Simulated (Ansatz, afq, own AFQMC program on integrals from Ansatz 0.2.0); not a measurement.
**SiHO, quartet: AFQMC among the cluster methods**

```xyz
3

Si    0.0000   -0.0995    0.6393
O     0.0000    0.1007   -1.2119
H     0.0000    1.1744    1.4239
```

Connectivity, by distances: SiH–O.

Basis cc-pVDZ. Noble-gas cores (and the filled d shells of Ga–Kr and In–Xe) are frozen. AFQMC by an in-house program on the Cholesky factors that Ansatz 0.2.0 writes for its CCSD(T) run. ph-AFQMC/CISD is guided by a CISD state made of CCSD amplitudes; releasing the constraint for a short imaginary time cuts its bias at the price of noise, slowly where states lie close. Error bars are statistical, one sigma.

Determinant: ROHF, the one that the program's search chose, which needn't be the lowest solution. The geometry is a point of a scan.

No full CI on the walks' own integrals is used here; CCSDT(Q) serves as the reference and is uncertain by about the last step of the cluster series.

Cautions: lower spins were not checked.

```
T1 diagnostic                               : 0.0315
weight of the determinant in the CISD state : 0.891
size of the correlated space                : 11 electrons in 31 orbitals
```

```
  level  correlation energy (eV)
    MP2                  -5.6716
   CCSD                  -6.4293
CCSD(T)                  -6.5835
```

(1) Estimate where phaseless AFQMC with a CISD trial lies against CCSD(T) on the same integrals.

(1) 2.3 ± 1.2 kJ/mol below CCSD(T). The gap is under twice the noise, so this walk alone can't tell the two apart.

Reference: CCSDT(Q), correlation energy -6.629 eV. The released energy is read at 2.40 1/Eh (meV from the phaseless value at times in 1/Eh: -7 ± 14 at 0.24, -3 ± 11 at 0.51, -11 ± 13 at 0.99, 11 ± 14 at 1.62, -31 ± 25 at 2.40).

| level | E − E(reference) (kJ/mol) | share of correlation (%) |
| --- | --- | --- |
| CCSD(T) | 4.4 | 99.31 |
| CCSDT | 1.3 | 99.80 |
| ph-AFQMC/CISD | 2.1 ± 1.2 | 99.67 |
| released AFQMC | -0.9 ± 2.4 | 100.15 |

A walk keeps the symmetry of its determinant, which the program's search chose and which needn't be the lowest solution, so a lower state of the same spin and another symmetry isn't excluded. Released energies are given only where the last usable release times agree within the noise; a slower fall can still hide under it.
